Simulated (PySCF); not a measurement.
C3H3N2 (charge -1).
Structure used (PBE0-D3(BJ)/def2-SVP), in Å, numbered top down from 1:
```xyz
8
C3H3N2 angstrom
C      0.048    0.721   -0.324
C     -1.092   -0.023    0.021
N     -0.747   -1.213    0.543
N      0.593   -1.292    0.556
C      1.086   -0.150    0.046
H      0.111    1.717   -0.767
H     -2.147    0.255   -0.086
H      2.168    0.003   -0.038
```

Probes without a nucleus sit at each ring's centroid and 1 Å off its mean plane on both sides; NICS is minus the shielding there, NICSzz its component along the normal. Level: GIAO PBE/pcSseg-2 (PySCF, non-relativistic, gas phase) on the PBE0-D3(BJ)/def2-SVP geometry, one conformer.

Ring bond lengths (Å): C1–C2 1.405, C2–N3 1.344, N3–N4 1.343, N4–C5 1.344, C5–C1 1.405.

**Question.** Give the NICS values of each ring in ppm.

**Answer.** 
| ring | type | NICS(0) | NICS(1), two faces | NICS(1)zz, two faces | rms pucker (Å) | centre to ring atoms, mean (Å) |
| --- | --- | --- | --- | --- | --- | --- |
| C1–C2–N3–N4–C5 | 5-membered ring with 2 N; formal bonds all aromatic | -12.8 | -11.9 / -11.9 | -36.5 / -36.5 | 0.00 | 1.16 |

**Question.** What can be read from them?

**Answer.** 
- C1–C2–N3–N4–C5: mean NICS(1)zz -36.5 ppm, shielded. For a flat ring without four-coordinate atoms the NICS criterion counts such a value as aromatic.

**Question.** And the bond-length index? HOMA = 1 − mean of α(R − Ropt)² over the ring bonds, with Krygowski's 1993 parameters (CC: Ropt 1.388 Å, α 257.7 Å⁻²; CN: Ropt 1.334 Å, α 93.52 Å⁻²; NN: Ropt 1.309 Å, α 130.33 Å⁻²).

**Answer.** 
- C1–C2–N3–N4–C5: HOMA 0.94; the largest term is that of N3–N4, α(R − Ropt)² = 0.15. The geometric and the magnetic index point the same way.

**Question.** Give the inner angles of the rings.

**Answer.** 
- C1–C2–N3–N4–C5: C1 101.9°, C2 110.9°, N3 108.2°, N4 108.2°, C5 110.9°; sum 540.0° against 540° for a flat convex ring.

**Question.** What are the shieldings of the ring atoms and their hydrogens in the same run (means over atoms taken as equivalent)?

**Answer.** 
```csv
atoms,environment,σ isotropic (ppm),"principal values of the symmetric part, first atom (ppm)"
C1,aromatic CH carbon,82.9,"-8.8, 99.9, 157.5"
C2 (×2),aromatic CH next to a ring nitrogen,44.4,"-55.6, 71.9, 116.8"
N3 (×2),nitrogen bonded to C and N,-107.6,"-333.0, -156.9, 167.1"
H6,aromatic hydrogen,25.23,"24.4, 25.3, 26.0"
H7 (×2),aromatic hydrogen,23.87,"22.7, 23.1, 25.8"
```

**Question.** How do the values depend on the level or the medium?

**Answer.** 
```csv
level,"NICS(0), C1–C2–N3–N4–C5","mean NICS(1)zz, C1–C2–N3–N4–C5"
"PBE/pcSseg-2, gas",-12.8,-36.5
"PBE0/pcSseg-1, gas",-13.8,-36.5
"B3LYP/pcSseg-2, gas",-12.7,-36.5
"B97-D/pcSseg-2, gas",-12.9,-36.3
"BLYP/pcSseg-2, gas",-12.6,-36.1
"BP86/pcSseg-2, gas",-12.7,-36.4
"HF/pcSseg-2, gas",-13.6,-38.4
"KT2/pcSseg-2, gas",-13.5,-37.3
```

The geometry is the same throughout.
